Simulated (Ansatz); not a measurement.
We consider hcp Tl, described by r²SCAN+rVV10 in Ansatz (plane waves, PAW).

Run with plane-wave cutoff 560 eV, 18×18×10 k mesh (along the axes of the cell as run), Fermi–Dirac smearing 0.05 eV, scalar-relativistic PAW data made under PBE.

Properties against volume:

Shape and atoms are relaxed at each volume.

| V (Å³/atom) | P (GPa) | c (Å) | a (Å) |
|---|---|---|---|
| 27.915 | 1.63 | 5.468 | 3.433 |
| 28.496 | 0.76 | 5.496 | 3.460 |
| 29.078 | -0.01 | 5.524 | 3.487 |
| 29.659 | -0.68 | 5.550 | 3.513 |
| 30.241 | -1.28 | 5.575 | 3.539 |

Note: the bulk modulus comes from volumes at which shape and atoms were relaxed.

Ansatz is an electronic-structure program.
